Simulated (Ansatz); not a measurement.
`FBS` and `NBF` differ in one atom or group.

Ansatz, PBE0-D4/def2-TZVP geometries, multiplicity 1. Each molecule was computed in one conformer, which needn't be the lowest.

| property | `FBS` |
| --- | --- |
| HOMO energy (PBE0/def2-TZVPP) / eV | -8.36 |
| LUMO energy (ωB97M-V/def2-TZVPP) / eV | 1.33 |
| LUMO energy (PBE0/def2-TZVPP) / eV | -0.69 |
| ideal-gas entropy at 298 K and 1 bar (rigid rotor, harmonic PBE0-D4/def2-TZVP) / J/(mol·K) | 268 |
| HOMO energy (B3LYP/def2-TZVPP) / eV | -8.10 |
| HOMO energy (PBE/def2-TZVPP) / eV | -7.14 |

Task: Give the same properties after the change, and the shifts. (Estimate.)

Result: Ansatz gave: 
```csv
property,`NBF`,shift
HOMO energy (PBE0/def2-TZVPP) / eV,-8.58,-0.22
LUMO energy (ωB97M-V/def2-TZVPP) / eV,2.27,0.94
LUMO energy (PBE0/def2-TZVPP) / eV,0.92,1.61
"ideal-gas entropy at 298 K and 1 bar (rigid rotor, harmonic PBE0-D4/def2-TZVP) / J/(mol·K)",257,-11
HOMO energy (B3LYP/def2-TZVPP) / eV,-8.32,-0.22
HOMO energy (PBE/def2-TZVPP) / eV,-7.11,0.03
```

With PBE0 the HOMO falls by 0.22 eV and the LUMO rises by 1.61 eV, so the gap widens by about 1.83 eV. PBE moves the HOMO by 0.03 eV and ωB97M-V by -0.45 eV. The zero-point energy changes by 45.9 kJ/mol with +3 modes.

B3LYP here is the variant with VWN-RPA as its local correlation; programs differ in this.
